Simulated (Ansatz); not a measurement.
Cl$_{2}$O$_{2}$S, SMILES `O=S(=O)(Cl)Cl`. Charge 0, multiplicity 1.

(1) What are the harmonic wavenumbers in cm⁻¹ at PBE0-D4/def2-TZVP (Ansatz, finite differences of forces, unscaled)? (An estimate is asked.)

(2) Is this a minimum?

(3) Give the ideal-gas thermochemistry at 298.15 K and 1 bar (rigid rotor, harmonic oscillator; point group C2v, symmetry number 2).

Results:

(1) The calculation gave: 209, 277, 362, 388, 410, 576, 599, 1234, 1479.

(2) Yes, all 9 modes are real.

(3) Zero-point energy 33.1 kJ/mol; H(298) − E = 49.1 kJ/mol; entropy 311.1 J/(mol·K), of which translation 170.0, rotation 109.1, vibration 32.0; G(298) − E = -43.7 kJ/mol.
